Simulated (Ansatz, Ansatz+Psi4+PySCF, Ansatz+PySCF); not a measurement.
```csv
atom,x (Å),y (Å),z (Å)
C,0.0000,0.0000,-0.2875
C,0.0000,0.0000,-1.5098
H,0.0000,0.0000,-2.5720
C,0.0000,0.0000,1.0794
H,0.0000,-0.9472,1.6450
H,0.0000,0.9472,1.6450
```

Basis set: cc-pVTZ (spherical functions). Left uncorrelated: 3 orbitals. Correlation on ROHF uses semicanonical orbitals with singles. Charge 0, multiplicity 2.

Computed with Ansatz (development build ahead of 0.2.0); each method stands on the lowest determinant of its kind that the runs found.

Give the atomization energy at this shape (free ground-state atoms in the same class of orbitals less the molecule, no zero-point energy) of doublet C₃H₃ by ROHF-CCSD(T), ROHF-MP2, UHF-MP2.

```json
{"method": "ROHF-CCSD(T)", "atomization energy": "587.69 kcal/mol"}
{"method": "ROHF-MP2", "atomization energy": "601.70 kcal/mol"}
{"method": "UHF-MP2", "atomization energy": "592.28 kcal/mol"}
```

Caution for ROHF-MP2, UHF-MP2: forces differ strongly between restricted and unrestricted references. Caution for UHF-MP2: the unrestricted determinant is spin contaminated.
